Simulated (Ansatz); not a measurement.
**(CuCl)2 ring (Cu2Cl2): geometry, orbitals and charge**

Aim: characterise (CuCl)2 ring (Cu2Cl2) as a singlet: its structure, frontier levels and distribution of charge.

Program: Ansatz 0.2.0, Gaussian basis. Level of theory: RKS PBE0-D4/def2-TZVP. These are calculated values, not measurements.

Plan: relaxation at r2SCAN-D4/def2-SVP; a search for the lowest solution at PBE0-D4/def2-SVP; a single point at PBE0-D4/def2-TZVP.

## (1) The system as given

4 atoms, charge 0, spin multiplicity 1.

Atoms are counted from 1 here; the program's logs count them from 0.

Bond lengths: Cu1–Cl2 2.230 Å, Cu1–Cl4 2.231 Å, Cl2–Cu3 2.231 Å, Cu3–Cl4 2.231 Å. Angles: Cl2–Cu1–Cl4 104.6°, Cu1–Cl2–Cu3 75.4°, Cl2–Cu3–Cl4 104.6°, Cu1–Cl4–Cu3 75.4°.

No spin-orbit coupling is included.

The start is a GFN2-xTB geometry.

## (2) Optimising with r2SCAN-D4/def2-SVP

The input, in.yaml:

```yaml
crystal:
  periodic: [false, false, false]
  atoms:
    - {symbol: Cu, position_ang: [0.456690, 1.284500, -0.053500]}
    - {symbol: Cl, position_ang: [0.672480, -0.171050, 1.622530]}
    - {symbol: Cu, position_ang: [-0.457620, -1.284580, 0.053990]}
    - {symbol: Cl, position_ang: [-0.671550, 0.171130, -1.623020]}
basis:
  gaussian: {orbitals: def2-SVP}
hamiltonian: {xc: r2scan, dispersion: d4}
scf: {omitted_lower_state_checks: [starts]}
output: {orbitals: {seedname: orbitals}}
relax: {f_tol: 0.02, max_steps: 100}
```

Command:

```bash
> ansatz run in.yaml --threads 4 --pin off --events-out ev --progress --plain --max-ram 3916MiB
```

After this run come: Searching for the lowest solution, PBE0-D4/def2-SVP; Single point, PBE0-D4/def2-TZVP.

Before running them: what should the planned runs give, taken together? Wanted: point group; commonest bond; HOMO, LUMO at PBE0-D4/def2-TZVP; dipole at r2SCAN-D4/def2-SVP.

The runs gave:

```
                       quantity                            value
                    point group                              D2h
                 commonest bond  Cl–Cu, 4 of mean length 2.262 Å
HOMO, LUMO at PBE0-D4/def2-TZVP                  -7.17, -1.94 eV
   dipole at r2SCAN-D4/def2-SVP                           0.00 D
```

What this shows: The molecule keeps its bonding pattern by the stored test; the atoms moved 0.21 Å (rms), and the angle Cl2–Cu3–Cl4 went from 105° to 120°. No usable vibrations, so a minimum isn't proven. The HOMO lies nearest to Cu1, Cu3 about 40 % each; Cl2, Cl4 about 10 % each and the LUMO to Cu1, Cu3 about 39 % each; Cl2, Cl4 about 11 % each. Whether this spin is the lowest isn't tested here.
